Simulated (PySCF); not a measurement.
Start geometry of `[H]/N=C/C#C` from GFN2-xTB (Å):
```
atom  x, y, z in Å
C1    -1.8277   -0.1434   -0.4328
C2    -0.6964   -0.0965   -0.0326
C3     0.6257   -0.0747    0.4751
N4     1.5152    0.6317   -0.0684
H5    -2.8136   -0.1758   -0.7921
H6     0.7662   -0.7193    1.3577
H7     2.4339    0.5829    0.3657
```

What comes out of this run: PBE0-D3(BJ)/def2-SVP geometry optimisation, gas phase (PySCF)?

```
atom  x, y, z in Å
C1    -1.776   -0.149   -0.400
C2    -0.630   -0.095   -0.010
C3     0.711   -0.075    0.502
N4     1.628    0.627   -0.034
H5    -2.788   -0.184   -0.762
H6     0.867   -0.716    1.391
H7     2.501    0.498    0.485
```

The energy falls by 0.062 eV over 3 energy and gradient evaluations, the largest force component goes from 0.0196 to 3.4e-04 Eh/bohr, and the atoms move by 0.047 Å rms after alignment. The bond that changes most is C1–H5 (terminal alkyne carbon to alkyne hydrogen), which lengthens by 0.025 Å. Bonds longer at the end by more than 0.005 Å: 5 of 6; shorter: 0. Among the angles that change most is C3–N4–H7, from 115.3° to 109.4°. Rotational constants go from 62778, 4889, 4536 to 63849, 4740, 4412 MHz. The orientation of the end geometry is arbitrary; only internal coordinates are fixed.

The run used 71 basis functions and 22 SCF cycles in all.

Stationary, but not proved a minimum.
